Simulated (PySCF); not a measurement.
# SO2: relaxation and vibrations of the singlet

Aim: relax SO2 as a singlet from a PBE0 minimum start, check by its vibrations whether the end is a minimum, and collect its spectrum and constants.

Computed with PySCF 2.14.0. Level: PBE0, basis S def2-TZVP, O def2-TZVP, no relativity, density fitting.

### Step 1. The starting structure

3 atoms, charge 0, spin multiplicity 1.

Bond lengths: S1–O2 1.431 Å, S1–O3 1.431 Å. Angles: O2–S1–O3 118.9°.

Z-matrix (Å, degrees; charge 0 multiplicity 1):
```
S
O  1 1.4312
O  1 1.4312 2 118.87
```

### Step 2. Finding the electronic state

The steps below are one call of a driver around PySCF. For each, scf.py gives the equivalent set-up of the SCF; relaxations use the driver's own optimiser. After this first run the driver tries any further starts and a stability analysis.

Contents of scf.py:

```python
from pyscf import gto, scf, dft
mol = gto.M(atom='''
S      0.000000     0.000000    -0.363994
O      1.232391    -0.000000     0.363782
O     -1.232391    -0.000000     0.363782''',
    basis={'S': 'def2-TZVP', 'O': 'def2-TZVP'},
    charge=0, spin=0)
mf = dft.RKS(mol, xc='PBE0')
mf.grids.atom_grid = (50, 194)
aux = {'S': 'def2-universal-JKFIT', 'O': 'def2-universal-JKFIT'}
mf = mf.density_fit(auxbasis=aux)
mf.conv_tol = 1e-08
mf.diis_space = 10
mf.max_cycle = 60
mf.init_guess = 'minao'
mf.verbose = 4
mf.kernel()
```

The run is started by

```bash
OMP_NUM_THREADS=2 python axn.py task.json out
```

Standard output:

```text
init E= -549.079252281314
  HOMO = -0.352865379622557  LUMO = -0.169244824158376  gap/eV = 4.99657
cycle= 1 E= -548.237704824238  delta_E= 0.842  |g|= 0.972  |ddm|=  2.1
  HOMO = -0.258658331434464  LUMO = -0.101228149809366  gap/eV = 4.28389
cycle= 2 E= -547.733573630835  delta_E= 0.504  |g|= 1.92  |ddm|= 1.47
  HOMO = -0.343682005772635  LUMO = -0.122214212113008  gap/eV = 6.02645
cycle= 3 E= -548.410561548065  delta_E= -0.677  |g|= 0.0422  |ddm|= 1.01
  HOMO = -0.351361392593952  LUMO = -0.12550938985693  gap/eV = 6.14575
cycle= 4 E= -548.410909417812  delta_E= -0.000348  |g|= 0.02  |ddm|= 0.076
  HOMO = -0.349742167205701  LUMO = -0.123231014787201  gap/eV = 6.16368
cycle= 5 E= -548.410993098134  delta_E= -8.37e-05  |g|= 0.00242  |ddm|= 0.0161
  HOMO = -0.349639034583171  LUMO = -0.122995964213516  gap/eV = 6.16727
cycle= 6 E= -548.410994409928  delta_E= -1.31e-06  |g|= 0.000253  |ddm|= 0.00211
  HOMO = -0.349711511672773  LUMO = -0.123055389589027  gap/eV = 6.16763
cycle= 7 E= -548.410994430315  delta_E= -2.04e-08  |g|= 0.000114  |ddm|= 0.000444
  HOMO = -0.349692074300396  LUMO = -0.123036409839756  gap/eV = 6.16761
cycle= 8 E= -548.410994432576  delta_E= -2.26e-09  |g|= 1.32e-05  |ddm|= 0.0001
  HOMO = -0.349693862658227  LUMO = -0.123039059077456  gap/eV = 6.16759
Extra cycle  E= -548.410994432591  delta_E= -1.46e-11  |g|= 1.41e-05  |ddm|= 2.2e-05
converged SCF energy = -548.410994432591
```

This step, with its further starts and checks, ran for 1.6 s (2 threads of AMD EPYC 9R45 (Zen 5), shared host).

The test of internal stability found no lower closed-shell solution.

### Step 3. Relaxation: PBE0 minimum start, singlet

The program finds C2v symmetry in the start, which this walk keeps. Threshold on the gradient: 0.0003 Eh/bohr, with a further test on the energy change.

Edit scf.py of step 2 so:

```diff
@@ -3,3 +3,3 @@
-S      0.000000     0.000000    -0.363994
-O      1.232391    -0.000000     0.363782
-O     -1.232391    -0.000000     0.363782''',
+S      0.000000     0.000000    -0.363989
+O      1.232391     0.000000     0.363787
+O     -1.232391     0.000000     0.363787''',
@@ -15 +14,0 @@
-mf.init_guess = 'minao'
```

Energy and gradient, step by step:

| step | energy (Eh) | change (kJ/mol) | largest symmetric gradient (Eh/bohr) |
| --- | --- | --- | --- |
| 0 | -548.410994 | 0.00 | 0.00015 |

The walk took under 0.5 s.

Geometry (Å) and forces (eV/Å) at some steps:

```
step 0
S    0.000   0.000  -0.364   0.000   0.000  -0.006
O    1.232   0.000   0.364   0.008   0.000   0.003
O   -1.232   0.000   0.364  -0.008   0.000   0.003
```

After 0 steps and 0.0 kJ/mol it ends at C2v: S–O 1.431 Å (×2); O–S–O 118.9°.

### Step 4. Is it a minimum? Harmonic modes

The point is checked on the finer grid, and tightened if its gradient asks for it. The Hessian and the dipole derivatives come from central differences of analytic gradients, with steps of 0.02 bohr.

Edit scf.py of step 3 so:

```diff
@@ -3,3 +3,3 @@
-S      0.000000     0.000000    -0.363989
-O      1.232391     0.000000     0.363787
-O     -1.232391     0.000000     0.363787''',
+S      0.000000     0.000000    -0.364008
+O      1.232488     0.000000     0.363797
+O     -1.232488     0.000000     0.363797''',
@@ -9 +9 @@
-mf.grids.atom_grid = (50, 194)
+mf.grids.atom_grid = (75, 302)
@@ -12 +12 @@
-mf.conv_tol = 1e-08
+mf.conv_tol = 1e-10
```

The driver hands on the density of the step before, so the log starts near convergence.

SCF at the final geometry:

```text
init E= -548.411022251492
  HOMO = -0.349695555862553  LUMO = -0.123070570400451  gap/eV = 6.16678
cycle= 1 E= -548.411022251489  delta_E= 3.41e-12  |g|= 1.29e-06  |ddm|= 1.75e-06
  HOMO = -0.349695875190643  LUMO = -0.123070827673345  gap/eV = 6.16678
Extra cycle  E= -548.411022251494  delta_E= -5e-12  |g|= 1.93e-06  |ddm|= 1.66e-06
converged SCF energy = -548.411022251494
```

The whole step took 7 s.

Geometry: C2v; S–O 1.431 Å (×2); O–S–O 118.9°.

Modes, for the most abundant isotopes:

| symmetry | ω (cm⁻¹) | IR (km/mol) |
| --- | --- | --- |
| a1 | 532 | 30.5 |
| a1 | 1218 | 33.1 |
| b2 | 1421 | 221 |

No imaginary mode, so this is a minimum.

Properties at this point:

| Quantity | Value |
| --- | --- |
| Dipole moment | 1.69 D |
| Highest occupied level | -9.52 eV |
| Lowest empty level | -3.35 eV |
| Rotational constants | 1.99, 0.3469, 0.2954 cm⁻¹ |
| Zero-point energy | 19.0 kJ/mol |
| Principal polarisabilities | 14.9, 18.7, 30.3 bohr³ |
| Atomisation energy without zero-point energy | 1050 kJ/mol |
| Principal traceless quadrupole moments about the centre of mass | -5.18, 1.15, 4.03 D Å |
| Entropy at 298.15 K and 1 bar | 248.0 J/(mol K) |
| Heat capacity Cp at 298.15 K | 39.4 J/(mol K) |
| Enthalpy at 298.15 K above 0 K | 10.50 kJ/mol |
| Rotational symmetry number | 2 |

Charges (e) and bond orders:

```csv
atom,Mulliken,Löwdin,polar tensor,Mayer order to S1
S1,0.64,0.52,1.11,–
"O2,3",-0.32,-0.26,-0.56,1.94
```

Outer orbital energies (eV). occupied: -29.56, -17.88, -14.02, -13.99, -13.98, -10.76, -10.36, -9.52; empty: -3.35, 1.37, 1.89, 6.36.

Mulliken populations on S1: s 5.89, p 8.74, d 0.67, f 0.07.

### Step 5. Outcome

```
                                 quantity                           value
                                  minimum                    singlet, C2v
                                 geometry  S–O 1.431 Å (×2); O–S–O 118.9°
                       wavenumbers (cm⁻¹)  532 (a1), 1218 (a1), 1421 (b2)
                            dipole moment                          1.69 D
     highest occupied, lowest empty level                 -9.52, -3.35 eV
                polar-tensor charge of S1                         +1.11 e
                        zero-point energy                     19.0 kJ/mol
                      entropy at 298.15 K                 248.0 J/(mol K)
atomisation energy (no zero-point energy)                     1050 kJ/mol
```

**Reading.** The molecule stays C2v, as typed, and the end point is a minimum. In the infrared the band at 1421 cm⁻¹ (b2, stretch) leads. Other starts or spin states, not run here, may lie lower.

The search up to here took 9.1 s.
